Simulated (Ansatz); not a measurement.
**Loss of HF: C2H4FO → C2H3O + HF**

Species: C2H4FO `[O]CCF`, doublet; C2H3O (vinyloxy radical) `C=C[O]`, doublet; HF, singlet. 

Shapes, held fixed at every level: PBE0-D4/def2-TZVP. Flexible molecules stand in one conformer, not always the lowest. Programs: Ansatz 0.2.0. The zero-point and thermal change to 298 K, harmonic and unscaled (PBE0-D4/def2-TZVP), is -10.6 kJ/mol.

```json
{"level": "HF/def2-SVP", "kind": "Hartree–Fock", "ΔH(298 K) (kJ/mol)": "-29.3", "CPU time (sum over the molecules)": "–"}
{"level": "SPW92/def2-TZVPP", "kind": "LDA", "ΔH(298 K) (kJ/mol)": "-24.5", "CPU time (sum over the molecules)": "9.6 s"}
{"level": "PBE-D4/def2-TZVPP", "kind": "GGA", "ΔH(298 K) (kJ/mol)": "-52.5", "CPU time (sum over the molecules)": "18 s"}
{"level": "r2SCAN-D4/def2-TZVPP", "kind": "meta-GGA", "ΔH(298 K) (kJ/mol)": "-49.9", "CPU time (sum over the molecules)": "46 s"}
{"level": "r2SCAN0-D4/def2-TZVPP", "kind": "global hybrid", "ΔH(298 K) (kJ/mol)": "-41.0", "CPU time (sum over the molecules)": "32 s"}
{"level": "wB97X-V/def2-TZVPP", "kind": "range-separated hybrid", "ΔH(298 K) (kJ/mol)": "-37.0", "CPU time (sum over the molecules)": "59 s"}
{"level": "B2PLYP/def2-TZVPP", "kind": "double hybrid", "ΔH(298 K) (kJ/mol)": "-62.7", "CPU time (sum over the molecules)": "30 s"}
```

B2PLYP/def2-TZVPP gives ΔH(298 K) = -62.7 kJ/mol; the levels span -62.7 to -24.5. The median of the levels is -41.0. No measured value is set beside it here. Spin contamination: C2H3O (⟨S²⟩ up to 0.92). Open shells run unrestricted unless RO is named. Times are processor times on shared x86 and Arm servers, and rough.
